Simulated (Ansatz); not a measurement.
Geometry optimisation, RKS PBE/def2-SVP in Ansatz.

Input file:

```yaml
crystal:
  periodic: [false, false, false]
  atoms:
    - { symbol: O, position_ang: [-0.5825, 0.9994, -0.8928] }
    - { symbol: C, position_ang: [-0.0973, 0.1439, -0.1317] }
    - { symbol: C, position_ang: [0.7128, -0.3197, 0.7156] }
    - { symbol: O, position_ang: [-0.162, -1.1351, 0.2316] }
    - { symbol: H, position_ang: [-1.3742, 0.5986, -1.3675] }
    - { symbol: H, position_ang: [1.5454, -0.3511, 1.3987] }
basis:
  gaussian: { orbitals: def2-SVP }
hamiltonian:
  xc: pbe
relax:
  f_tol: 0.02
  max_steps: 40
scf:
  lower_state_search: "off"
```

Run as:

```bash
$ ansatz run input.yaml --threads 1 --pin off --max-ram 2048MiB --backend cpu --events-out ev --progress --plain --runs-dir out
```

Question: Where does it end, and by what steps?

Answer: The run converged. After 16 steps the energy has fallen by 2.504 eV; C3 moved furthest, 0.57 Å. The start is strongly strained (largest force component 12 eV/Å), so its close contacts needn't be bonds. Parted: C3–O4.

```csv
step,energy less start (eV),largest force component (eV/Å),accepted
0,0.0000,11.609,yes
1,-1.2577,4.528,yes
2,-1.6571,1.445,yes
3,-1.9024,2.177,yes
4,-2.0043,2.053,yes
5,-2.1523,1.394,yes
6,-2.3035,1.987,yes
7,-2.1794,3.600,no
8,-2.4484,1.079,yes
9,-2.4810,0.330,yes
10,-2.4976,0.545,yes
11,-2.5024,0.127,yes
12,-2.5028,0.130,yes
13,-2.5033,0.032,yes
14,-2.5034,0.029,yes
15,-2.5035,0.053,yes
16,-2.5035,0.006,yes
```

```xyz
6
Properties=species:S:1:pos:R:3
O -0.523 0.941 -0.837
C -0.109 -0.005 -0.006
C 0.644 0.014 1.170
O -0.463 -1.212 0.017
H -1.198 0.539 -1.427
H 1.690 -0.341 1.036
```

Whether the end is a true minimum wasn't checked by a vibrational analysis.

Run time: 18 s on 1 CPU thread of a shared host.
